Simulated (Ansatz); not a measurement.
`C=C=C(C)Cl` + H₂O → `C=C=C(O)Cl` + CH₄ at 500 K and 1 bar (formal hydrolysis of a C–C bond).

Program: Ansatz. Geometries: PBE0-D4/def2-TZVP. ΔE: electronic, gas phase. CCSD(T)/CBS adds triple-zeta CCSD(T) − MP2 to the extrapolated MP2 energy (def2 sets, frozen cores). This one scheme is used for every species. Each species was taken in one conformer, which may not be the lowest.

| species | CCSD(T)/CBS energy (Eh) | H − E (kJ/mol) | S (J/(mol·K)) |
| --- | --- | --- | --- |
| `C=C=C(C)Cl` | -614.93332 | 238.1 | 376.2 |
| H₂O | -76.37941 | 73.2 | 206.3 |
| `C=C=C(O)Cl` | -650.83058 | 173.7 | 367.2 |
| CH₄ | -40.46206 | 135.6 | 206.8 |

H − E and S are ideal-gas, rigid-rotor, harmonic terms from PBE0-D4/def2-TZVP, for one conformer and one mirror image of each species. 1 Eh = 2625.50 kJ/mol, R = 8.31446 J/(mol·K).

Question: By hand: ΔE, ΔH, ΔS and ΔG.

Answer: ΔE = (-650.83058) + (-40.46206) − (-614.93332) − (-76.37941) = 0.02009 Eh = 52.7 kJ/mol. Δ(H − E) = 173.7 + 135.6 − 238.1 − 73.2 = -2.0, so ΔH = 50.7 kJ/mol. ΔS = 367.2 + 206.8 − 376.2 − 206.3 = -8.5 J/(mol·K). ΔG = 50.7 − 500 × (-8.5)/1000 = 55.0 kJ/mol.

Question: By hand: the equilibrium constant, and the temperature at which ΔG would vanish if ΔH and ΔS stayed fixed.

Answer: log₁₀ K = −ΔG/(RT ln 10) = -5.7. ΔH and −TΔS have one sign here, so there is no such temperature.

The number of gas molecules stays the same, so ΔS is small and ΔH decides. A doubt of 5 kJ/mol in ΔE shifts log₁₀ K by 0.5 here. Other conformers and mirror images would add mixing entropy, several J/(mol·K) or more a flexible species. These are equilibria of isolated gas molecules and say nothing of rates. Largest T1 diagnostic: 0.012 (customary marks: 0.02 for closed shells, 0.045 for open ones).

ΔS is within the doubt of such terms, so its sign, and with it that verdict, could turn.
